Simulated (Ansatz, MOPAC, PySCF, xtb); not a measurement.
Dimer: C2H2 (SMILES C#C) (first 4 atoms) with H2O (SMILES O); geometry from S66by8 set.
(charge 0, multiplicity 1):
```xyz
7

C     -0.9252     0.0394     0.0309
H      0.1407     0.0091     0.0063
C     -2.1370     0.0732     0.0583
H     -3.1976     0.1035     0.0829
O      2.1474    -0.0680    -0.0539
H      2.7178    -0.6577     0.4432
H      2.7194     0.2830    -0.7392
```

Interaction energies are E(AB) − E(A) − E(B) at the monomers' geometry in the complex; basis-set methods are counterpoise corrected. Rows marked so take none.

Rows in 3-21G carry no dispersion term and start afresh at each structure. The state that PM7 reach isn't checked; PM7 holds dispersion and hydrogen-bond terms.

Run with Ansatz (Gaussian orbitals); MOPAC for PM7 (differences of heats of formation); PySCF for 3-21G rows, the dispersion terms; xtb for the GFN methods. 

Q: One of these levels gives -5.6 kJ/mol for the interaction energy. Which one is it?
A) PM7
B) B3LYP-D4/def2-TZVPPD
C) GFN-FF
D) HF/3-21G (no counterpoise)

A: C, GFN-FF. The others give -4.3 (PM7), -33.1 (HF/3-21G (no counterpoise)), -10.8 (B3LYP-D4/def2-TZVPPD)

Ansatz is a quantum-chemistry and plane-wave program.
